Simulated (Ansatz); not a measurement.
Basis-set extrapolation for AlH4NSi (`[NH]1[AlH][SiH2]1`) (PBE0-D4/def2-TZVP geometry, frozen core, the Gaussian-basis code of Ansatz). Multiplicity 1, RHF reference.

```json
{"": "HF", "def2-TZVPP": "-587.662837", "def2-QZVPP": "-587.681716"}
{"": "MP2 correlation", "def2-TZVPP": "-0.408142", "def2-QZVPP": "-0.437592"}
{"": "CCSD(T) correlation", "def2-TZVPP": "-0.458745", "def2-QZVPP": "not run"}
```

Energies in hartree. Use E(X) = E(∞) + A·exp(−7.88·√X) for Hartree–Fock and E(X) = E(∞) + B·X^(−2.97) for correlation, with X = 3 and 4, and add CCSD(T) minus MP2 of the smaller set to the MP2 limit.

Problem. What is the CCSD(T) energy at the basis-set limit?

Solution. HF limit: -587.681716 + (-0.018879) × 0.13774 = -587.68432. MP2 limit: -0.437592 + (-0.029450) × 0.74074 = -0.45941. Higher-order term: -0.458745 − (-0.408142) = -0.05060. Total: -588.19433 hartree, 1.98 eV below CCSD(T)/def2-TZVPP.
